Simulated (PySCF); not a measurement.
Computed XPS line lists of a few unrelated compounds.

The calculation used delta-SCF UKS SCAN, pcX-2 on the ionised atom, pcseg-1 elsewhere, spin-free X2C in PySCF 2.14.0. Geometries: PBE0-D3(BJ)/def2-SVP; isolated species, one conformer each.

Line lists (1s up to Mg, 2p3/2 beyond, nothing for Br; areas count atoms within a level, one atom standing for each set equivalent by bonding):
1. C 1s: 290.56 (area 1), 291.03 (area 1), 291.21 (area 1), 292.78 (area 1) eV
2. C 1s: 290.46 (area 2), 290.72 (area 2), 291.04 (area 1), 291.42 (area 1), 291.98 (area 1) eV; N 1s: 404.00 (area 1), 406.00 (area 1) eV
3. C 1s: 291.11 (area 1), 291.14 (area 1), 291.61 (area 1), 293.26 (area 1), 294.14 (area 1) eV; N 1s: 405.37 eV; F 1s: 693.41 eV; Cl 2p3/2: 206.39 eV

Structures:
A. `N#Cc1ccc(cc1)N`
B. `Fc1cccc(Cl)n1`
C. `C[C@H](Br)C#C`

**Question.** Which list belongs to which compound?

**Answer.** 
- 1 = C: no other candidate has this set of levels. C 1s: 290.56 terminal alkyne carbon, 291.03 alkyne carbon, 291.21 methyl carbon, 292.78 sp3 C–Br carbon.
- 2 = A: no other candidate has this set of levels. C 1s: 290.46 aromatic CH carbon (×2), 290.72 aromatic CH carbon (×2), 291.04 substituted aromatic carbon, 291.42 nitrile carbon, 291.98 aromatic carbon bearing nitrogen; N 1s: 404.00 nitrile nitrogen, 406.00 aniline-type nitrogen.
- 3 = B: no other candidate has this set of levels. C 1s: 291.11 aromatic CH carbon, 291.14 aromatic CH carbon, 291.61 aromatic CH carbon, 293.26 aromatic C–Cl carbon, 294.14 aromatic C–F carbon; N 1s: 405.37 pyridine-type nitrogen; F 1s: 693.41 aryl fluorine; Cl 2p3/2: 206.39 aryl chlorine.

Spin–orbit coupling isn't in the SCF: each 2p doublet comes from a relaxed spin-free hole plus a matrix of the shell (mean-field spin–orbit coupling and the ground-state 2p splitting), with 2p3/2 averaged over its two sublevels. 2 of these hole states are spin-contaminated (⟨S²⟩ up to 0.91, against 0.75; counted from 0.85) and less certain.
